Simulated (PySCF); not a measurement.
# Basis set benchmark on one molecule

Molecule: `C=CC(=O)Cl`, C₃H₃ClO.

Atoms are numbered as in `[CH2:1]=[CH:2][C:3](=[O:4])[Cl:5]`; H(Xn) means a hydrogen on atom n. Ha(C1) is cis to C3; Hb(C1) is trans to C3.

Geometry PBE0-D3(BJ)/def2-SVP throughout; GIAO in PySCF 2.14, gas phase, one conformer, non-relativistic; equivalent atoms averaged; functional PBE0.

Reference values (measured; solution, not stated per compound (mostly CDCl3 or CCl4); Pretsch, Buehlmann, Badertscher, Structure Determination of Organic Compounds, 4th ed. (2009)): δ(H(C2)) = 6.35 ppm, δ(Hb(C1)) = 6.16 ppm, δ(Ha(C1)) = 6.63 ppm. Computed shifts are taken against TMS, calculated as an isolated molecule at each level.

How do the basis sets STO-3G, 6-31G, 6-31G*, def2-SVP, 6-311+G(2d,p), def2-TZVP perform against the reference? Times are CPU seconds on 1 thread of an Arm Neoverse V2, shared host.

Answers


| basis set | functions | H(C2) | Hb(C1) | Ha(C1) | mean abs. error H | core-s |
| --- | --- | --- | --- | --- | --- | --- |
| STO-3G | 32 | 6.38 | 6.17 | 6.61 | 0.02 | 1.8 |
| 6-31G | 55 | 6.50 | 6.32 | 7.11 | 0.26 | 3.5 |
| 6-31G* | 80 | 6.12 | 5.89 | 6.64 | 0.17 | 4.8 |
| def2-SVP | 89 | 6.17 | 5.90 | 6.70 | 0.17 | 4.8 |
| 6-311+G(2d,p) | 161 | 6.63 | 6.04 | 6.91 | 0.23 | 11 |
| def2-TZVP | 179 | 6.64 | 6.05 | 6.89 | 0.22 | 13 |

For $^{1}$H the closest is STO-3G (0.02 ppm) and the furthest 6-31G (0.26 ppm). Where a smaller basis beats a larger one, errors probably cancel. One molecule is a small sample, and vibrational and solvent effects are absent from the calculation.

A small basis that lands close on one nucleus may do so by chance; judge by the trend and by all nuclei.
